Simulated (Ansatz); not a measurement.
# One arrangement of a pair

The pair of H₂O₂ (SMILES OO, atoms 1–4) and H₂O₂ (SMILES OO, atoms 5–8), both closed shells, in one local arrangement (a lower one may exist), relaxed at PBE0-D4/def2-TZVP:

O1  (-0.609, -0.162, -1.748)
O2  (0.499, 0.666, -1.405)
H3  (-0.976, -0.350, -0.866)
H4  (1.243, 0.071, -1.566)
O5  (-0.630, 0.286, 1.065)
O6  (0.220, -0.753, 1.548)
H7  (-0.016, 0.773, 0.486)
H8  (0.270, -0.531, 2.486)
(Å)

Computed with Ansatz 0.2.0 (basis: def2-TZVPPD, with def2-QZVPPD for the basis limit); correlated methods freeze the cores. B3LYP uses VWN-RPA correlation. Extrapolation: Hartree–Fock as exp(−7.88 √X), correlation as X^−2.97. Interaction energies count from these two fragments, frozen as in the pair, with the counterpoise correction; negative means bound.

What is the interaction energy by CCSD(T) at an estimated basis limit (MP2 extrapolated from triple and quadruple zeta, plus CCSD(T) − MP2 in triple zeta)? (An estimate is asked for; the value comes from the calculation.)

The calculation gives: -6.91 kcal/mol. Hartree–Fock alone gives -3.76 kcal/mol at the basis limit. It counts from the two fragments frozen as in the pair.

The same quantity by other methods in triple zeta, and each one's difference from that estimate:
```
   method  E_int (kcal/mol)  difference
   PBE-D4             -7.07       -0.17
revPBE-D4             -5.83        1.08
  BLYP-D4             -6.34        0.57
r2SCAN-D4             -7.58       -0.68
   B97M-V             -7.02       -0.11
  PBE0-D4             -6.99       -0.08
 B3LYP-D4             -6.72        0.19
 HSE06-D4             -6.93       -0.02
  wB97X-V             -6.81        0.10
  wB97M-V             -6.94       -0.04
   B2PLYP             -5.97        0.94
       HF             -3.76        3.15
      MP2             -6.23        0.68
     CCSD             -5.66        1.25
  CCSD(T)             -6.18        0.72
```
Differences are method less estimate.

Basis-set superposition shift (counterpoise-corrected less uncorrected): CCSD(T) 0.83; MP2 0.81; HF 0.07; PBE0-D4 0.09; wB97M-V 0.09 kcal/mol.

T1 diagnostic: at most 0.013.

For scale, one of the runs: CCSD(T)/def2-TZVPPD, 228 basis functions, launched by `ansatz run in.yaml --threads 4 --pin off --events-out ev --progress --plain --max-ram 9574MiB`. The run took 93 s on 4 CPU threads of an Arm Neoverse V1 (shared host), with 4.2 GiB of host memory at its peak.
